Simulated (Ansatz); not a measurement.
# AlH2O radical: a ladder of functionals and wavefunction methods

Aim: compute AlH2O radical with functionals from several rungs and with coupled cluster, and see how far each lands from CCSD(T) at the basis-set limit for the atomisation energy.

Program: Ansatz 0.2.0, Gaussian basis. Level of theory: functionals in def2-TZVPP, the program's frozen cores in correlated methods. These are calculated values, not measurements.

Levels to be run: LDA (SPW92), PBE-D4, revPBE-D4, BLYP-D4, r2SCAN-D4, B97M-V, PBE0-D4, B3LYP-D4, r2SCANh-D4, r2SCAN0-D4, HSE06-D4, BHLYP-D4, CAM-B3LYP-D4, LC-ωPBE, ωB97X-V, ωB97M-V, B2PLYP, PBE-QIDH; CCSD(T)/def2-SVP; CCSD(T)/def2-TZVPP; CCSD(T)/def2-QZVPP; extrapolation to the limit; RPA on PBE.

## 1. The relaxed structure

The geometry comes from an earlier relaxation with PBE0-D4 in a triple-zeta def2 set; it is a stationary point.

4 atoms, charge 0, spin multiplicity 2.

Atoms are counted from 1 here; the program's logs count them from 0.

Bond lengths: O1–Al2 1.727 Å, Al2–H3 1.578 Å, Al2–H4 1.578 Å. Angles: O1–Al2–H3 115.8°, O1–Al2–H4 115.8°, H3–Al2–H4 128.3°.

## 2. LDA

This LDA is Slater exchange with PW92 correlation.

in.yaml

```yaml
crystal:
  periodic: [false, false, false]
  atoms:
    - {symbol: O, position_ang: [0.062590, -0.856281, 1.401414]}
    - {symbol: Al, position_ang: [0.011258, 0.029944, -0.080399]}
    - {symbol: H, position_ang: [-1.149571, -0.360807, -1.076020]}
    - {symbol: H, position_ang: [1.131123, 1.126844, -0.265295]}
basis:
  gaussian: {orbitals: def2-TZVPP}
magnetization: {spin_polarized: true, initial_magnetization: 1}
hamiltonian: {xc: lda}
output: {orbitals: {seedname: orbitals}}
```

After this run come: PBE-D4 (GGA); revPBE-D4 (GGA); BLYP-D4 (GGA); r2SCAN-D4 (meta-GGA); B97M-V (meta-GGA); PBE0-D4 (hybrid); B3LYP-D4 (hybrid); r2SCANh-D4 (hybrid); r2SCAN0-D4 (hybrid); HSE06-D4 (hybrid); BHLYP-D4 (hybrid); CAM-B3LYP-D4 (range-separated); LC-ωPBE-D4 (range-separated); ωB97X-V (range-separated); ωB97M-V (range-separated); B2PLYP (double hybrid); PBE-QIDH (double hybrid); CCSD(T) in def2-SVP; CCSD(T) in def2-TZVPP; CCSD(T) in def2-QZVPP; RPA on PBE orbitals.

Q: Predict the results of all the runs planned. Wanted: atomisation energy, CCSD(T)/CBS; farthest beyond LDA; mean size of error, GGA; mean size of error, meta-GGA; mean size of error, hybrid; mean size of error, range-separated; mean size of error, double hybrid; gap, smallest and largest; T1 diagnostic.

The runs gave:

| quantity | value |
| --- | --- |
| atomisation energy, CCSD(T)/CBS | 1004.3 kJ/mol |
| functionals within 5.0 kJ/mol (0.5 %) | PBE-D4, B3LYP-D4, r2SCANh-D4, ωB97M-V |
| farthest beyond LDA | B97M-V (+34.2 kJ/mol) |
| mean size of error, GGA | 11.3 kJ/mol |
| mean size of error, meta-GGA | 23.3 kJ/mol |
| mean size of error, hybrid | 16.4 kJ/mol |
| mean size of error, range-separated | 7.3 kJ/mol |
| mean size of error, double hybrid | 22.3 kJ/mol |
| gap, smallest and largest | 0.69 eV (LDA (SPW92)), 10.15 eV (LC-ωPBE) |
| T1 diagnostic | 0.0183 |
| triples share of the correlation energy | 2.6 % |

The LDA atomisation energy is off by 122.0 kJ/mol (12 %): it overbinds. PBE-D4 is off by -1.1 kJ/mol. Double hybrids carry the basis error of their MP2 part in triple zeta, and no dispersion term here, so their miss is partly the set-up's. By mean error the best rung here is range-separated (7.3 kJ/mol) and the worst beyond LDA is meta-GGA (23.3 kJ/mol). The reference freezes the cores and leaves out relativity and excitations past (T), so misses under about 5.0 kJ/mol can't be ranked. Hartree-Fock recovers 73 % of the binding; the rest is correlation. CCSD(T) in def2-SVP is off by -77.9 kJ/mol, which most functionals beat. The gap grows from 0.7 to 10.2 eV across the functionals, mostly with the share of exact exchange.
